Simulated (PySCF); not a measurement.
BeH, SMILES [BeH+], charge +1. Heavy atoms are numbered as in [BeH+:1]. Hydrogens are named by the atom that carries them.

Geometry optimised at PBE0-D3(BJ)/def2-TZVPD. The multiplicity is an assumed one; other spin states were not compared.

Computed with PBE0/pcSseg-2 in PySCF.

GIAO shieldings, no solvent; atoms alike by connectivity are averaged. δ = σ(ref) − σ: ¹H against TMS (σ = 31.54 ppm), references at their B3LYP-D3(BJ)/def2-TZVP geometries, non-relativistic.

```
nucleus     atoms  count  δ (ppm)
-------  --------  -----  -------
¹H       H on Be1      1     6.96
```
